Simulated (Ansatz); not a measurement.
Molecular dynamics of C$_{2}$H$_{2}$FN

input.yaml

```yaml
crystal:
  periodic: [false, false, false]
  atoms:
    - { symbol: F, position_ang: [-0.314097, -1.639464, 1.084538] }
    - { symbol: C, position_ang: [0.117561, -0.696583, 0.225289] }
    - { symbol: C, position_ang: [1.183302, -0.167867, -0.431526] }
    - { symbol: "N", position_ang: [-0.711257, 0.482192, -0.357477] }
    - { symbol: H, position_ang: [0.415995, 0.728585, -1.01672] }
    - { symbol: H, position_ang: [-0.649505, 1.229037, 0.449798] }
basis:
  gaussian: { orbitals: STO-3G }
hamiltonian:
  xc: pbe
md:
  timestep: 0.5
  n_steps: 200
  ensemble: nve
  temperature: 300.0
  initial_velocities: maxwell_boltzmann
  seed: 4866
```

Run as:

```bash
$ ansatz run input.yaml --threads 1 --pin off --max-ram 2048MiB --backend cpu --events-out ev --progress --plain --runs-dir out
```

It starts at the highest image of a converged band, a first-order saddle point between two minima.

Output, in part (one step line in 7, the closing report, with atoms numbered from 0):

```
md step     0: t =     0.00 fs  T =   300.0 K  F+E_penalty+E_count = -6215.72675459 eV  E_kin = 0.155112 eV  conserved = -6215.57164259 eV  (26 SCF iters)
md step     7: t =     3.50 fs  T =   209.7 K  F+E_penalty+E_count = -6215.67956950 eV  E_kin = 0.108448 eV  conserved = -6215.57112189 eV  (31 SCF iters)
md step    14: t =     7.00 fs  T =   252.2 K  F+E_penalty+E_count = -6215.70167190 eV  E_kin = 0.130394 eV  conserved = -6215.57127803 eV  (30 SCF iters)
md step    21: t =    10.50 fs  T =   431.9 K  F+E_penalty+E_count = -6215.79509220 eV  E_kin = 0.223324 eV  conserved = -6215.57176839 eV  (31 SCF iters)
md step    28: t =    14.00 fs  T =   405.7 K  F+E_penalty+E_count = -6215.78089052 eV  E_kin = 0.209752 eV  conserved = -6215.57113897 eV  (30 SCF iters)
md step    35: t =    17.50 fs  T =   480.7 K  F+E_penalty+E_count = -6215.82017891 eV  E_kin = 0.248538 eV  conserved = -6215.57164083 eV  (26 SCF iters)
md step    42: t =    21.00 fs  T =   489.5 K  F+E_penalty+E_count = -6215.82479451 eV  E_kin = 0.253093 eV  conserved = -6215.57170104 eV  (31 SCF iters)
md step    49: t =    24.50 fs  T =   485.3 K  F+E_penalty+E_count = -6215.82196420 eV  E_kin = 0.250916 eV  conserved = -6215.57104801 eV  (31 SCF iters)
md step    56: t =    28.00 fs  T =   672.9 K  F+E_penalty+E_count = -6215.91937221 eV  E_kin = 0.347913 eV  conserved = -6215.57145961 eV  (31 SCF iters)
md step    63: t =    31.50 fs  T =   707.3 K  F+E_penalty+E_count = -6215.93757703 eV  E_kin = 0.365714 eV  conserved = -6215.57186267 eV  (29 SCF iters)
md step    70: t =    35.00 fs  T =   637.1 K  F+E_penalty+E_count = -6215.90088381 eV  E_kin = 0.329424 eV  conserved = -6215.57146030 eV  (26 SCF iters)
md step    77: t =    38.50 fs  T =   576.8 K  F+E_penalty+E_count = -6215.86923369 eV  E_kin = 0.298221 eV  conserved = -6215.57101228 eV  (30 SCF iters)
md step    84: t =    42.00 fs  T =   492.2 K  F+E_penalty+E_count = -6215.82584230 eV  E_kin = 0.254478 eV  conserved = -6215.57136450 eV  (30 SCF iters)
md step    91: t =    45.50 fs  T =   525.1 K  F+E_penalty+E_count = -6215.84342104 eV  E_kin = 0.271490 eV  conserved = -6215.57193054 eV  (31 SCF iters)
md step    98: t =    49.00 fs  T =   412.4 K  F+E_penalty+E_count = -6215.78441765 eV  E_kin = 0.213223 eV  conserved = -6215.57119510 eV  (31 SCF iters)
md step   105: t =    52.50 fs  T =   354.4 K  F+E_penalty+E_count = -6215.75432775 eV  E_kin = 0.183230 eV  conserved = -6215.57109816 eV  (26 SCF iters)
md step   112: t =    56.00 fs  T =   428.8 K  F+E_penalty+E_count = -6215.79361127 eV  E_kin = 0.221696 eV  conserved = -6215.57191505 eV  (31 SCF iters)
md step   119: t =    59.50 fs  T =   358.5 K  F+E_penalty+E_count = -6215.75686464 eV  E_kin = 0.185362 eV  conserved = -6215.57150230 eV  (31 SCF iters)
md step   126: t =    63.00 fs  T =   353.7 K  F+E_penalty+E_count = -6215.75398304 eV  E_kin = 0.182885 eV  conserved = -6215.57109818 eV  (30 SCF iters)
md step   133: t =    66.50 fs  T =   432.7 K  F+E_penalty+E_count = -6215.79546724 eV  E_kin = 0.223706 eV  conserved = -6215.57176173 eV  (31 SCF iters)
md step   140: t =    70.00 fs  T =   376.6 K  F+E_penalty+E_count = -6215.76626338 eV  E_kin = 0.194714 eV  conserved = -6215.57154938 eV  (31 SCF iters)
md step   147: t =    73.50 fs  T =   371.1 K  F+E_penalty+E_count = -6215.76315532 eV  E_kin = 0.191851 eV  conserved = -6215.57130433 eV  (31 SCF iters)
md step   154: t =    77.00 fs  T =   324.0 K  F+E_penalty+E_count = -6215.73897380 eV  E_kin = 0.167535 eV  conserved = -6215.57143882 eV  (31 SCF iters)
md step   161: t =    80.50 fs  T =   327.2 K  F+E_penalty+E_count = -6215.74067155 eV  E_kin = 0.169194 eV  conserved = -6215.57147791 eV  (31 SCF iters)
md step   168: t =    84.00 fs  T =   392.5 K  F+E_penalty+E_count = -6215.77432990 eV  E_kin = 0.202926 eV  conserved = -6215.57140401 eV  (31 SCF iters)
md step   175: t =    87.50 fs  T =   405.8 K  F+E_penalty+E_count = -6215.78126481 eV  E_kin = 0.209791 eV  conserved = -6215.57147373 eV  (31 SCF iters)
md step   182: t =    91.00 fs  T =   418.3 K  F+E_penalty+E_count = -6215.78790796 eV  E_kin = 0.216256 eV  conserved = -6215.57165184 eV  (31 SCF iters)
md step   189: t =    94.50 fs  T =   331.7 K  F+E_penalty+E_count = -6215.74260628 eV  E_kin = 0.171506 eV  conserved = -6215.57110064 eV  (26 SCF iters)
md step   196: t =    98.00 fs  T =   483.2 K  F+E_penalty+E_count = -6215.82120315 eV  E_kin = 0.249841 eV  conserved = -6215.57136178 eV  (30 SCF iters)
md step   200: t =   100.00 fs  T =   624.9 K  F+E_penalty+E_count = -6215.89457316 eV  E_kin = 0.323118 eV  conserved = -6215.57145510 eV  (26 SCF iters)
Total energy: -6215.89458762 eV, -228.4299128103 hartree
Atom 0 at    -0.340842    -1.671587     1.061262 Å, force    -0.249580     1.239976    -0.809945 eV/Å
Atom 1 at     0.134331    -0.672979     0.215475 Å, force     0.605111     0.121114     0.310946 eV/Å
Atom 2 at     1.283019    -0.225997    -0.393809 Å, force    -1.375381     0.272816     0.009469 eV/Å
Atom 3 at    -0.695524     0.551623    -0.290200 Å, force     0.416845    -2.458855    -0.200008 eV/Å
Atom 4 at    -0.967521     0.499431    -1.315179 Å, force     0.077470    -0.055555     0.121764 eV/Å
Atom 5 at    -0.368543     1.510220    -0.080377 Å, force     0.525535     0.880503     0.567775 eV/Å
Dipole moment:    -0.353901     0.242757    -0.091147 e Å
```

All steps were run. The conserved energy stayed within 0.11 meV per atom of its start (net change 0.031 meV per atom), so the integration is sound. A run of 0.1 ps of so small a system gives no equilibrium averages. The orbitals stay closed-shell, which can raise the energy where a bond breaks towards radicals; this wasn't checked here. Limits of this set-up: minimal basis.

The step under study would form N4–H5 and break C3–H5. These pairs go: N4–H5 1.33 → 1.06 Å, C3–H5 1.32 → 2.54 Å. In the last frame they stand as after the step (other bonds may differ from the relaxed reactants and products). It ends as one piece, C2H2FN. Pairs count as bonded within 1.25 times the sum of covalent radii (0.12 Å more for H–H).

Last frame:

```xyz
6
Properties=species:S:1:pos:R:3
F -0.341 -1.672 1.061
C 0.134 -0.673 0.215
C 1.283 -0.226 -0.394
N -0.696 0.552 -0.290
H -0.968 0.499 -1.315
H -0.368 1.510 -0.080
```

Time of the run: 2.3 min on 1 thread of Arm Neoverse V2 (shared host), peak memory 0.18 GiB.
